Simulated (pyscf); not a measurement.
`[OH][Ge]([OH])([OH])[OH]` + `[H][H]` -> `[OH][GeH]([OH])[OH]` + `[OH2]`, a four-centre exchange (singlet surface; Ge–O, H–H broken, Ge–H, H–O formed). Structures and frequencies: ωB97X-D3(BJ)/def2-SVP in PySCF. Energies in kcal/mol from the separated reactants.

Small-basis levels: PySCF, no dispersion term, spherical d functions. 

**Question.** In single points B3LYP/6-31G*+LANL2DZ puts the saddle at 48.3 kcal/mol and the reaction energy at +15.2 kcal/mol. Should these be trusted to within a few kcal/mol? Compare with ωB97M-D3(BJ)/def2-TZVP.

**Answer.** ωB97M-D3(BJ)/def2-TZVP gives ΔE‡ = 43.3 kcal/mol and ΔE = +7.2 kcal/mol. B3LYP/6-31G*+LANL2DZ lies 5.0 kcal/mol over it in the barrier and 8.0 kcal/mol over it in the reaction energy, so on this step it does not hold to within 3.0 kcal/mol. ωB97M-D3(BJ)/def2-TZVP has limits of its own. On the product side the descent ends in a bound adduct (not fully relaxed), 10.4 kcal/mol under the separated species and 46.0 kcal/mol under the saddle at ωB97X-D3(BJ)/def2-TZVP. At the saddle there is also a short Ge–H contact that neither side keeps. One saddle was located; it need not be the lowest between these sides. In the def2 sets elements up to Kr have no core potential.
